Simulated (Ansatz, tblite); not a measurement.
**The cluster SiSe2: which isomer is lowest**

The task here is to estimate one member of a computed series from the others.

Computed with Ansatz 0.2.0, Gaussian basis. Level: relaxed with PBE-D4/def2-TZVP, singlet.

### The system as given

3 atoms, charge 0, spin multiplicity 1.

Atoms are counted from 1 here; the program's logs count them from 0.

Bond lengths: Si1–Se2 2.057 Å, Si1–Se3 2.057 Å. Angles: Se2–Si1–Se3 180.0°.

A search from random starts with GFN1-xTB found 2 distinct shapes; 2 go on here. The structure above is candidate A, which lies 0.00 eV above the lowest at that level; B lies 2.01 eV above the lowest at that level.

Set-up of the first run:

in.yaml

```yaml
crystal:
  periodic: [false, false, false]
  atoms:
    - {symbol: Si, position_ang: [0.000070, -0.000010, -0.000000]}
    - {symbol: Se, position_ang: [-0.070190, -0.140080, 2.050740]}
    - {symbol: Se, position_ang: [0.070110, 0.140090, -2.050730]}
basis:
  gaussian: {orbitals: def2-TZVP}
hamiltonian: {xc: pbe, dispersion: d4}
scf: {lower_state_search: "off"}
output: {orbitals: {seedname: orbitals}}
relax: {f_tol: 0.02, max_steps: 100}
```

The run is started by

```console
$ ansatz run in.yaml --threads 4 --pin off --events-out ev --progress --plain --max-ram 3916MiB
```

Among the steps run: Relaxing candidate A; Relaxing candidate B; Candidate B, PBE0-D4/def2-TZVP; Candidate B, PBE-D4/def2-TZVP; Candidate B, r2SCAN-D4/def2-TZVP; Candidate B, LDA/def2-TZVP; Candidate B, CAM-B3LYP-D4/def2-TZVP; Candidate B, CCSD(T)/def2-TZVPP.

One table of the session follows, with a row left open; its other results are not shown here.

| method | B above A (kJ/mol) |
| --- | --- |
| GFN1-xTB | 198.6 |
| GFN2-xTB | 101.6 |
| HF/def2-TZVPP | 68.0 |
| LDA/def2-TZVP | ? |
| PBE-D4/def2-TZVP | 50.5 |
| r2SCAN-D4/def2-TZVP | 70.8 |
| PBE0-D4/def2-TZVP | 52.3 |
| CAM-B3LYP-D4/def2-TZVP | 58.4 |
| MP2/def2-TZVPP | 73.2 |
| CCSD/def2-TZVPP | 58.5 |
| CCSD(T)/def2-TZVPP | 60.0 |

Estimate the missing values for LDA/def2-TZVP.

The run gave: B above A (kJ/mol): 49.9. In the column «B above A (kJ/mol)» it is the lowest.

Among the levels timed on like hardware and quicker than the yardstick, those that no quicker one beats, quickest first: GFN1-xTB (0.005 s, +138.5 kJ/mol); GFN2-xTB (0.007 s, +41.6 kJ/mol); LDA/def2-TZVP (1.7 s, -10.2 kJ/mol); PBE-D4/def2-TZVP (2.2 s, -9.6 kJ/mol); CAM-B3LYP-D4/def2-TZVP (3.4 s, -1.6 kJ/mol).

Times add the two runs; a level without a time comes out of a correlated run.

To keep in mind: CCSD(T)/def2-TZVPP isn't at the basis-set limit; small misses against it rank nothing. A random search of this size may have missed the true lowest shape. Only singlets are compared; another spin may lie lower and prefer another shape.
